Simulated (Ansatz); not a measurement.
Steps of a relaxation of `OC1=CC=N1` with RKS PBE0-D4/def2-TZVP.

```sh
$ ansatz run in.yaml --threads 2 --pin off --events-out ev --progress --plain --max-ram 4352MiB
```

```yaml
crystal:
  periodic: [false, false, false]
  atoms:
    - {symbol: O, position_ang: [-0.094531, 1.919722, -0.128300]}
    - {symbol: C, position_ang: [0.012854, 0.608712, -0.052243]}
    - {symbol: C, position_ang: [0.967100, -0.357968, -0.133602]}
    - {symbol: C, position_ang: [-0.239076, -1.246956, 0.121780]}
    - {symbol: N, position_ang: [-1.173342, -0.337125, 0.203310]}
    - {symbol: H, position_ang: [-1.042334, 2.134508, 0.006268]}
    - {symbol: H, position_ang: [2.045339, -0.437391, -0.297585]}
    - {symbol: H, position_ang: [-0.383810, -2.340703, 0.224573]}
basis:
  gaussian: {orbitals: def2-TZVP}
hamiltonian: {xc: pbe0, dispersion: d4}
relax: {f_tol: 0.005, max_steps: 150}
```

Positions (Å) and forces (eV/Å) along the path, 8 of 8 steps:

```xyz
8
step=1 energy=-6688.1666 eV
O    -0.095    1.920   -0.128   -0.614   -0.585    0.137
C     0.013    0.609   -0.052    0.241   -0.365   -0.009
C     0.967   -0.358   -0.134   -0.511    0.443    0.049
C    -0.239   -1.247    0.122   -0.406    0.320    0.040
N    -1.173   -0.337    0.203    1.193   -0.369   -0.160
H    -1.042    2.135    0.006    0.665   -0.114   -0.097
H     2.045   -0.437   -0.298   -0.636    0.041    0.097
H    -0.384   -2.341    0.225    0.067    0.630   -0.057
8
step=2 energy=-6688.2120 eV
O    -0.093    1.906   -0.128   -0.222   -0.253    0.052
C     0.013    0.603   -0.052    0.001   -0.173    0.016
C     0.958   -0.354   -0.132   -0.167    0.128    0.016
C    -0.237   -1.242    0.121   -0.109    0.140    0.010
N    -1.161   -0.339    0.202    0.432   -0.030   -0.068
H    -1.030    2.122    0.005    0.203    0.010   -0.033
H     2.023   -0.431   -0.294   -0.154    0.007    0.023
H    -0.380   -2.322    0.222    0.017    0.171   -0.016
8
step=3 energy=-6688.2177 eV
O    -0.095    1.897   -0.127   -0.018   -0.050    0.008
C     0.013    0.599   -0.051   -0.069   -0.036    0.004
C     0.955   -0.353   -0.132    0.053   -0.004   -0.002
C    -0.235   -1.239    0.121    0.019   -0.007   -0.013
N    -1.154   -0.338    0.200    0.014    0.077    0.002
H    -1.026    2.119    0.005   -0.005    0.039   -0.002
H     2.015   -0.429   -0.294    0.008   -0.004    0.000
H    -0.380   -2.313    0.221   -0.003   -0.015    0.003
8
step=4 energy=-6688.2177 eV
O    -0.095    1.896   -0.124   -0.008   -0.049   -0.016
C     0.010    0.597   -0.054   -0.020   -0.020    0.058
C     0.955   -0.353   -0.133   -0.018    0.006   -0.017
C    -0.235   -1.240    0.122    0.015    0.010   -0.017
N    -1.155   -0.339    0.200    0.020    0.054   -0.018
H    -1.025    2.122    0.004   -0.017    0.026    0.002
H     2.015   -0.428   -0.293    0.034   -0.005   -0.003
H    -0.378   -2.314    0.222   -0.006   -0.022    0.012
8
step=5 energy=-6688.2180 eV
O    -0.096    1.895   -0.124   -0.003   -0.017   -0.005
C     0.010    0.597   -0.052   -0.016   -0.006    0.012
C     0.956   -0.353   -0.133    0.009    0.004   -0.003
C    -0.235   -1.239    0.121    0.005   -0.001   -0.009
N    -1.154   -0.337    0.199    0.004    0.022    0.002
H    -1.026    2.123    0.004   -0.007    0.011    0.000
H     2.016   -0.428   -0.294    0.011   -0.003    0.001
H    -0.379   -2.313    0.223   -0.004   -0.009    0.002
8
step=6 energy=-6688.2181 eV
O    -0.097    1.894   -0.126   -0.002    0.002    0.000
C     0.011    0.596   -0.051   -0.007    0.000    0.005
C     0.956   -0.353   -0.132    0.017    0.001   -0.007
C    -0.235   -1.239    0.120    0.002   -0.006    0.017
N    -1.153   -0.336    0.201   -0.006    0.001   -0.008
H    -1.027    2.123    0.004    0.002    0.001    0.000
H     2.017   -0.428   -0.293   -0.006   -0.001   -0.001
H    -0.380   -2.314    0.222   -0.001    0.001   -0.006
8
step=7 energy=-6688.2181 eV
O    -0.097    1.894   -0.126    0.001    0.004    0.000
C     0.010    0.596   -0.050    0.002    0.001   -0.006
C     0.957   -0.353   -0.132    0.000    0.004    0.004
C    -0.235   -1.239    0.121   -0.004   -0.002   -0.005
N    -1.154   -0.336    0.200    0.001   -0.006    0.006
H    -1.026    2.124    0.004    0.002   -0.003    0.000
H     2.017   -0.428   -0.294   -0.003    0.000    0.001
H    -0.380   -2.314    0.222    0.000    0.003    0.000
8
step=8 energy=-6688.2181 eV
O    -0.097    1.894   -0.126    0.000    0.001   -0.001
C     0.010    0.596   -0.051   -0.001   -0.001    0.000
C     0.957   -0.353   -0.132    0.002    0.002    0.001
C    -0.235   -1.239    0.121   -0.001   -0.001    0.000
N    -1.154   -0.337    0.201    0.000   -0.001    0.001
H    -1.026    2.123    0.004    0.001    0.000    0.000
H     2.017   -0.428   -0.294   -0.001   -0.001    0.000
H    -0.380   -2.314    0.222    0.000    0.001    0.000
```

Hardware: 2 threads of an Arm Neoverse V1 on a shared host. Wall time 29 s, peak host memory 0.34 GiB.
